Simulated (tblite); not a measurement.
C5H10O (charge -1 and doublet state).
Structure used (GFN2-xTB), in Å, numbered top down from 1:
```xyz
16
C5H10O angstrom
C      2.3758    0.2669    0.1114
C      1.1012   -0.5238   -0.1758
C     -0.1686    0.2818    0.0979
C     -1.4746   -0.5221   -0.1575
C     -2.7449    0.2586    0.0840
O     -3.2133    1.0959   -0.8063
H      3.2671   -0.3255   -0.1029
H      2.4065    1.1672   -0.4998
H      2.4073    0.5670    1.1580
H      1.0922   -1.4269    0.4432
H      1.1036   -0.8435   -1.2219
H     -0.1897    1.1668   -0.5413
H     -0.1652    0.6222    1.1382
H     -1.4474   -1.4117    0.4938
H     -1.4575   -0.8609   -1.1997
H     -2.8999    0.4970    1.1671
```

Computed values, GFN2-xTB/tblite, gas phase, harmonic and unscaled. This tight-binding method is rough: wavenumbers can miss measured ones by several per cent, in bad cases by 10 to 20. One conformer, not necessarily the lowest. Open shells enter through the occupations alone, without spin polarisation, and single modes of such species can be off by tens of per cent.

Harmonic wavenumbers (cm⁻¹): 66.9, 85.7, 116.8, 178.9, 227.3, 307.6, 378.1, 476.1, 581.2, 761.9, 816.4, 889.5, 923.6, 942.5, 981.2, 1068.4, 1091.4, 1104.5, 1218.9, 1242.6, 1274.7, 1278.8, 1301.2, 1318.5, 1337.2, 1402.3, 1428.4, 1474.9, 1497.9, 1502.2, 1510.0, 1514.4, 2512.8, 2806.0, 2912.7, 2929.5, 2939.8, 2955.0, 2971.6, 2979.7, 3011.9, 3021.4.

A = 11402, B = 1312, C = 1258 MHz; mass 86.073 u (most abundant isotopes); point group C1, symmetry number 1; spin multiplicity 2.

What is the zero-point energy?

½Σν̃ = 29670 cm⁻¹ = 84.83 kcal/mol.

Entropy at 500 K, 1 bar (ideal gas, RRHO, classical rotation)?

Translation 41.87, rotation 28.78, vibration 34.80, spin (R ln 2) 1.38: S = 106.8 cal/(mol K).

And Cp and H(500 K) − H(0)?

Cp = 43.64 cal/(mol K), of which vibrations give 35.69 (their classical limit is 42 R = 83.5); H(500 K) − H(0) = 12.91 kcal/mol without the zero-point energy, 8.93 from vibrations.

Blend soft modes into free rotors: weight 1/[1 + (100 cm⁻¹/ν̃)⁴] for the oscillator and the rest for a rotor with moment μB/(μ + B), μ = h/(8π²ν), B = 10⁻⁴⁴ kg m². What vibrational entropy results?

32.35 cal/(mol K) in place of 34.80, which changes −T·S at 500 K by +1.22 kcal/mol.

What must be added to the electronic energy to get the Gibbs energy at 500 K and 1 bar?

ZPE + [H(500 K) − H(0)] − T·S = 84.83 + 12.91 − 53.41 = 44.33 kcal/mol.

Hindered rotation and anharmonicity are outside this model. Other conformers, if any are populated, would add a mixing term that is left out. The structure is chiral; the term R ln 2 for an equal mix with its mirror image is left out.
